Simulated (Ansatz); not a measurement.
**BSiHO (triplet): from Hartree-Fock to the top rungs, def2-TZVPP**

The task here is to estimate one member of a computed series from the others.

Method: def2-TZVPP, core rule «outside noble gas», up to 7 orbitals frozen; program: Ansatz 0.2.0, Gaussian basis.

Plan: UHF; ROHF; CCSD(T) on UHF.

2 further runs of the same task are left out: 2 set aside as unsound or not needed.

### The system

The geometry is a PBE0/def2-TZVP stationary point (not a proven minimum).

4 atoms, charge 0, spin multiplicity 3.

Atoms are counted from 1 here; the program's logs count them from 0.

Bond lengths: B1–O2 1.301 Å, B1–H4 1.196 Å, O2–Si3 1.661 Å. Angles: O2–B1–H4 128.4°, B1–O2–Si3 176.8°.

Set-up of the first run:

Input file in.yaml:

```yaml
crystal:
  periodic: [false, false, false]
  atoms:
    - {symbol: B, position_ang: [0.000012, -0.289616, 0.856663]}
    - {symbol: O, position_ang: [-0.000018, -0.171632, -0.439229]}
    - {symbol: Si, position_ang: [0.000003, -0.114843, -2.099559]}
    - {symbol: H, position_ang: [0.000004, 0.576091, 1.682126]}
basis:
  gaussian: {orbitals: def2-TZVPP}
magnetization: {spin_polarized: true, initial_magnetization: 2}
hamiltonian: {xc: hf}
output: {orbitals: {seedname: orbitals}}
```

The run is started by

```
$ ansatz run in.yaml --threads 1 --pin off --events-out ev --progress --plain --max-ram 4096MiB --backend cpu
```

Steps of the session up to this table: UHF; ROHF; CCSD(T) on UHF.

One of the session's tables, all rows but one given; the rest of the session is left out.

```
  method  from UCCSD(T) (meV)
    ROHF                    ?
     UHF             +11437.2
    UMP2              +1167.2
   UCCSD               +466.0
UCCSD(T)                    0
```

**Question.** Estimate the row for ROHF.

The run gave: from UCCSD(T) (meV): +11623.7. In the column «from UCCSD(T) (meV)» it is the highest.

With the free atoms at the same levels and basis (separate runs), the atomisation energy is 13.337 eV at UCCSD(T), 10.367 eV at ROHF.
